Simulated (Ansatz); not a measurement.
Geometry optimisation, Ansatz 0.2.0, RKS PBE-D4/def2-SVP.

The input (input.yaml):

```yaml
crystal:
  periodic: [false, false, false]
  atoms:
    - { symbol: C, position_ang: [-1.3691, -0.2547, 0.1798] }
    - { symbol: "N", position_ang: [-0.4844, -0.3973, -0.6941] }
    - { symbol: C, position_ang: [0.6902, 0.3639, -0.3944] }
    - { symbol: O, position_ang: [1.5414, -0.1691, 0.6877] }
    - { symbol: H, position_ang: [-2.3813, -0.732, 0.0262] }
    - { symbol: H, position_ang: [-1.3186, 0.4599, 1.0511] }
    - { symbol: H, position_ang: [0.523, 1.4133, -0.15] }
    - { symbol: H, position_ang: [1.4079, 0.3871, -1.2711] }
    - { symbol: H, position_ang: [1.4793, -1.1174, 0.5478] }
basis:
  gaussian: { orbitals: def2-SVP }
hamiltonian:
  xc: pbe
  dispersion: d4
relax:
  f_tol: 0.015
  max_steps: 40
output:
  orbitals: {}
```

Run as:

```bash
$ ansatz run input.yaml --threads 1 --pin off --max-ram 2048MiB --backend cpu --events-out ev --progress --plain --runs-dir out
```

Question: Where does it end, and by what steps?

Answer: The forces met the threshold. After 19 steps the energy has fallen by 0.434 eV; H6 moved furthest, 0.95 Å.

```tsv
step	energy less start (eV)	largest force component (eV/Å)	accepted
0	0.0000	3.540	yes
1	-0.0899	1.812	yes
2	-0.2369	1.000	yes
3	-0.2272	1.015	no
4	-0.2884	0.399	yes
5	-0.3144	0.189	yes
6	-0.3256	0.331	yes
7	-0.3502	0.562	yes
8	-0.3573	0.752	yes
9	-0.4079	0.237	yes
10	-0.3652	0.629	no
11	-0.4261	0.208	yes
12	-0.4300	0.413	yes
13	-0.4324	0.162	yes
14	-0.4336	0.076	yes
15	-0.4330	0.154	no
16	-0.4338	0.068	yes
17	-0.4341	0.063	yes
18	-0.4344	0.018	yes
19	-0.4344	0.012	yes
```

```xyz
9
Properties=species:S:1:pos:R:3
C -1.526 -0.134 0.092
N -0.372 -0.607 -0.167
C 0.771 0.286 -0.166
O 1.847 -0.282 0.530
H -2.408 -0.805 0.082
H -1.716 0.941 0.336
H 0.561 1.274 0.314
H 1.012 0.483 -1.245
H 1.917 -1.201 0.207
```

Time of the run: 38 s on 1 thread of Arm Neoverse V2, with other jobs on the host, peak memory 0.12 GiB.
